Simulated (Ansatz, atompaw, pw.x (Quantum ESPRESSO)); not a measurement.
**pw.x on diamond H: one setting changed**

Potential: PAW, atompaw 4.2.0.5, PBEsol; core none, reference 1s1; waves: 1s (bound): rc 1.50 bohr; 1s channel at -0.05 Ry: rc 1.50 bohr; 2p channel at -0.05 Ry: rc 1.25 bohr; local part: bessel scheme, radius 1.40 bohr; core correction: none; augmentation: sinc compensation charge, radius 1.30 bohr; PAW radius 1.50 bohr; waves and projectors: custom rrkj vanderbiltortho.

The reference run (k-mesh 15³, cutoffs 40/400 Ry, Fermi–Dirac 0.01 Ry, mixing_beta 0.4, conv_thr 1e-9, no spin) gives 0.90 GPa at 3.355 Å³/atom, where all-electron LAPW gives -0.03 GPa. This run, with its own iteration cap, changes nosym to true.

```
&control
  calculation='scf', prefix='x', pseudo_dir='./', outdir='./tmp', tstress=.true., disk_io='none'
/
&system
  ibrav=0, nat=2, ntyp=1, ecutwfc=40, ecutrho=400, nbnd=8,
  occupations='smearing', smearing='fd', degauss=0.01, nosym=.true.
/
&electrons
  conv_thr=1e-09, mixing_beta=0.4, electron_maxstep=60
/
ATOMIC_SPECIES
H 1.0 H.UPF
CELL_PARAMETERS angstrom
  0.00000000 1.49703116 1.49703116
  1.49703116 0.00000000 1.49703116
  1.49703116 1.49703116 0.00000000
ATOMIC_POSITIONS crystal
H 0.0000 0.0000 0.0000
H 0.2500 0.2500 0.2500
K_POINTS automatic
15 15 15 0 0 0
```

```bash
pw.x < H.scf.in > H.scf.out
```

How does the run end?

It converges in 5 iterations; the free energy moves by +0.0 meV/atom and the pressure by +0.00 GPa. The result is that of the reference run.

```
lattice parameter (alat)  =       4.0008  a.u.
     unit-cell volume          =      45.2813 (a.u.)^3
     number of electrons       =         2.00
     number of Kohn-Sham states=            8
     kinetic-energy cutoff     =      40.0000  Ry
     charge density cutoff     =     400.0000  Ry
     scf convergence threshold =      1.0E-09
     Exchange-correlation= SLA PW PSX PSC
     number of k points=  1688  Fermi-Dirac smearing, width (Ry)=  0.0100
     iteration #  1     ecut=    40.00 Ry     beta= 0.40
     total energy              =      -2.20326279 Ry
     estimated scf accuracy    <       0.00528978 Ry
     iteration #  2     ecut=    40.00 Ry     beta= 0.40
     total energy              =      -2.20291023 Ry
     estimated scf accuracy    <       0.00181166 Ry
     iteration #  3     ecut=    40.00 Ry     beta= 0.40
     total energy              =      -2.20292409 Ry
     estimated scf accuracy    <       0.00000083 Ry
     iteration #  4     ecut=    40.00 Ry     beta= 0.40
     total energy              =      -2.20292423 Ry
     estimated scf accuracy    <       0.00000132 Ry
     iteration #  5     ecut=    40.00 Ry     beta= 0.40
     the Fermi energy is     2.8912 ev
!    total energy              =      -2.20292425 Ry
     estimated scf accuracy    <          4.3E-10 Ry
     smearing contrib. (-TS)   =      -0.00034670 Ry
     convergence has been achieved in   5 iterations
          total   stress  (Ry/bohr**3)                   (kbar)     P=        9.02
     Message from routine punch:
     Nothing written, as per user request (disk_io='none')
```

The run took about 32 s on one core of a shared host (Intel(R) Xeon(R) Platinum 8488C, 96 threads, 372 GiB, load 56).
